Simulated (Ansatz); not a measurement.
Reaction (SMILES): S (H2S) → H2S+ (doublet, bonded as S) + e-
B3LYP-D3(BJ)/def2-TZVP geometries, fixed; electronic energies without zero-point terms.

Effect of a fitting basis named in the input at r2SCAN/aug-cc-pV(T+d)Z with Ansatz (a first-principles code), against the last row, where the adiabatic ionisation energy is 10.32 eV. Open shells are unrestricted. The default fits or decomposes integrals by the program's own choice; accuracy: high also tightens integrals, grids and stops.

| setting | largest shift of a total energy (mEh) | shift of the adiabatic ionisation energy (eV) |
|---|---|---|
| fitting: def2-SV(P)-JKFIT | -0.032 | 0.000 |
| fitting: def2-universal-JKFIT | -0.032 | 0.000 |
| fitting: cc-pVTZ-JKFIT | -0.027 | 0.000 |
| fitting: cc-pVQZ-JKFIT | -0.008 | 0.000 |
| fitting: cc-pV5Z-JKFIT | -0.007 | 0.000 |
| fitting: def2-universal-JFIT | -0.243 | -0.002 |
| accuracy: high | 0.000 | 0.000 |
| accuracy: medium (default) | 0.000 | 0.000 |

Within 0.002 eV in the adiabatic ionisation energy: fitting: def2-SV(P)-JKFIT; fitting: def2-universal-JKFIT; fitting: cc-pVTZ-JKFIT; fitting: cc-pVQZ-JKFIT; fitting: cc-pV5Z-JKFIT; accuracy: high. The largest shift is 0.243 mEh in a total energy and 0.002 eV in the difference.
